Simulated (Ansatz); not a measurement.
# AlH₄NO: small, medium and large basis sets

The task here is to estimate one member of a computed series from the others.

Program: Ansatz 0.2.0, Gaussian basis. Level of theory: one geometry, several basis sets. These are calculated values, not measurements.

Plan: PBE0-D4/def2-SVP; ωB97M-V/def2-SVP; PBE0-D4/def2-QZVPP; ωB97M-V/def2-QZVPP; CCSD(T)/cc-pV(D+d)Z; CCSD(T)/cc-pV(T+d)Z; CCSD(T)/cc-pV(Q+d)Z; the functionals' def2-TZVPP values are taken from earlier runs.

## The geometry

All runs share one geometry, relaxed beforehand with PBE0-D4 in a triple-zeta def2 set.

SMILES `[NH2][AlH][OH]`, 7 atoms, charge 0, spin multiplicity 1.

Atoms are counted from 1 here; the program's logs count them from 0.

Bond lengths: N1–Al2 1.760 Å, N1–H4 1.007 Å, N1–H5 1.006 Å, Al2–O3 1.698 Å, Al2–H6 1.579 Å, O3–H7 0.955 Å. Angles: Al2–N1–H4 125.1°, Al2–N1–H5 124.3°, H4–N1–H5 110.6°, N1–Al2–O3 116.8°, N1–Al2–H6 120.8°, O3–Al2–H6 122.4°, Al2–O3–H7 123.2°.

Set-up of the first run:

Contents of in.yaml:

```yaml
crystal:
  periodic: [false, false, false]
  atoms:
    - {symbol: N, position_ang: [-1.150270, 0.345954, -0.568743]}
    - {symbol: Al, position_ang: [0.330576, 0.149113, 0.362572]}
    - {symbol: O, position_ang: [1.304554, -1.187509, -0.020806]}
    - {symbol: H, position_ang: [-1.457678, -0.270110, -1.303289]}
    - {symbol: H, position_ang: [-1.808466, 1.095637, -0.436936]}
    - {symbol: H, position_ang: [0.716757, 1.179657, 1.495358]}
    - {symbol: H, position_ang: [2.125727, -1.380742, 0.426044]}
basis:
  gaussian: {orbitals: def2-SVP}
hamiltonian: {xc: pbe0, dispersion: d4}
output: {orbitals: {seedname: orbitals}}
```

Run with:

```console
> ansatz run in.yaml --threads 2 --pin off --events-out ev --progress --plain --max-ram 32768MiB --backend cpu
```

Steps of the session up to this table: PBE0-D4 in def2-SVP; ωB97M-V in def2-SVP; PBE0-D4 in def2-QZVPP; ωB97M-V in def2-QZVPP.

One of the session's tables, all rows but one given; the rest of the session is left out.

| functional | basis | HOMO (eV) | LUMO (eV) |
| --- | --- | --- | --- |
| PBE0-D4 | def2-SVP | ? | ? |
| PBE0-D4 | def2-TZVPP | -7.38 | 0.17 |
| PBE0-D4 | def2-QZVPP | -7.44 | -0.02 |
| ωB97M-V | def2-SVP | -9.49 | 2.25 |
| ωB97M-V | def2-TZVPP | -9.78 | 1.73 |
| ωB97M-V | def2-QZVPP | -9.85 | 1.17 |

Q: Estimate the row for PBE0-D4, def2-SVP from the others.

The run gave: HOMO (eV): -7.11; LUMO (eV): 0.53. In the column «HOMO (eV)» it is the highest.
